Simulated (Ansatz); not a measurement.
# How close CCSD(T) comes to the exact answer in a basis

Each species is computed at the geometry given (Å), with frozen cores, in Ansatz 0.2.0: RHF-CCSD(T) for singlets, UHF-CCSD(T) otherwise, and full CI in the same basis. The program picks the determinant by trial CCSD, so it needn't be the lowest Hartree–Fock solution. States: ClF Σ⁺ or Δ, SO Σ⁻ or Δ, C2H2 Σg⁺ or Δg, CH3 B1. Cases whose determinant has another symmetry than full CI's state, or whose (Q) step broke down, weren't drawn.

Question: Judging by size, spin and bonding and the diagnostics given, rank them by the size of CCSD(T)'s error in total energy against full CI in the same basis, smallest first (an estimate).
A. CH₃, doublet, 6-31G: C 0.000 0.000 0.000; H 0.000 1.078 0.000; H 0.934 -0.539 0.000; H -0.934 -0.539 0.000. T1 0.006, (T) -28 meV in a correlation energy of -2.57 eV
B. C$_{2}$H$_{2}$, singlet, 6-31G: C 0.000 0.000 0.608; C 0.000 0.000 -0.608; H 0.000 0.000 -1.674; H 0.000 0.000 1.674. T1 0.013, (T) -169 meV in a correlation energy of -5.59 eV
C. SO, triplet, 6-31G: O 0.000 0.000 0.000; S 0.000 0.000 1.524. T1 0.016, (T) -116 meV in a correlation energy of -4.98 eV
D. ClF, singlet, 6-31G: F 0.000 0.000 0.000; Cl 0.000 0.000 1.659. T1 0.009, (T) -71 meV in a correlation energy of -4.97 eV

Answer: A (8.1 meV), D (23.5 meV), B (31.5 meV), C (50.9 meV).

```
      species  basis  correlated electrons  CCSD(T) − full CI (meV)  CCSDT(Q) − full CI (meV)  unpaired electrons (full CI)     T1  ⟨S²⟩ of the determinant
 CH3, doublet  6-31G                     7                      8.1                      -0.1                          1.02  0.006                     0.76
 ClF, singlet  6-31G                    14                     23.5                      -0.5                          0.05  0.009                     0.00
C2H2, singlet  6-31G                    10                     31.5                       1.4                          0.11  0.013                     0.00
  SO, triplet  6-31G                    12                     50.9                       0.1                          2.04  0.016                     2.03
```

Unpaired electrons are Σ n²(2−n)² over natural occupations; an open shell counts its own unpaired electrons too. Frozen cores follow each run's orbitals, which moves totals by a few meV.
